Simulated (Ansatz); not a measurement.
Program: Ansatz. Geometries: PBE0-D4/def2-TZVP. ΔE: electronic, gas phase. CBS: def2 TZ/QZ extrapolation, frozen cores. Functionals use def2-TZVPP. HSE06 is defined as in plane-wave codes. One conformer a species, not always the lowest.

Consider the hydrogenolysis of the Si–F bond: `F[Si]S` + H₂ → `[SiH]S` + H–F.

Question: Is it downhill or uphill in electronic energy at CCSD(T)/CBS, and by how much? (Best estimate.)

Answer: Computed: Uphill: ΔE = +134.7 kJ/mol.

Question: What do these levels give: HSE06-D4, CAM-B3LYP-D4, MP2/def2-QZVPP, CCSD/cc-pV(D+d)Z, CCSD(T)/cc-pV(D+d)Z, CCSD(T)/CBS(cc)? (Estimate.)

Answer: Ansatz gave: HSE06-D4 127.6, CAM-B3LYP-D4 143.5, MP2/def2-QZVPP 138.6, CCSD/cc-pV(D+d)Z 111.8, CCSD(T)/cc-pV(D+d)Z 114.2, CCSD(T)/CBS(cc) 137.3 kJ/mol.

Question: What do rigid-rotor, harmonic-oscillator terms from PBE0-D4/def2-TZVP frequencies (298.15 K, 1 bar) make of the CCSD(T)/CBS value? (Estimate.)

Answer: Ansatz gave: ΔZPE = +11.5 kJ/mol, ΔH = +144.3 kJ/mol, ΔS = 17 J/(mol·K), ΔG = +139.2 kJ/mol.

Largest T1 diagnostic among the species: 0.016.

From r2SCAN to r2SCAN0 (25 % exact exchange), in def2-TZVPP and without D4, ΔE moves by −6.6 kJ/mol. Leaving LDA and LC-ωPBE aside and taking each functional with its dispersion term where it has one, the values, not all of them listed here, spread over 18.3 kJ/mol, from HSE06-D4 to BLYP-D4. At CCSD(T), def2-SVP lies −13.9 kJ/mol from the extrapolated value and def2-TZVPP −4.2 kJ/mol.
